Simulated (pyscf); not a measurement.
HO–Si(F)(F)–F + HCl → HO–Si(F)(F)–Cl + HF (four-centre exchange; singlet surface; F–Si, Cl–H broken, Cl–Si, F–H formed). Single points on ωB97X-D3(BJ)/def2-SVP structures (PySCF, gas phase). Rate constants from transition-state theory, ωB97M-D3(BJ)/def2-TZVP energies (ideal gas, 1 atm, RRHO with modes under 100 cm⁻¹ raised to 100, one conformer, R ln 2 for rigid chiral ones; no tunnelling), k in cm³ molecule⁻¹ s⁻¹.

```csv
T (K),1000/T,log10 k
298,3.354,-41.71
600,1.667,?
900,1.111,-22.90
1200,0.833,-20.43
```

### Question
Fit an Arrhenius line to the three values, give the activation energy, and predict k at 600 K.

### Answer
Least squares gives log10 k = -13.47 − 8.42 × 1000/T, so Ea = 8.42 × ln 10 × 1.987 = 38.5 kcal/mol, against an electronic barrier of 37.0. At 600 K the line gives -27.50; the computed value is -27.70 (ΔG‡ = 59.6 kcal/mol), a factor 1.6 under the line, since the plot is curved. On the product side the descent ends in a complex (not fully relaxed), 5.7 kcal/mol under the separated species and 30.3 kcal/mol under the saddle at ωB97X-D3(BJ)/def2-TZVP. This is the saddle that the search found; another between the same sides may lie lower.
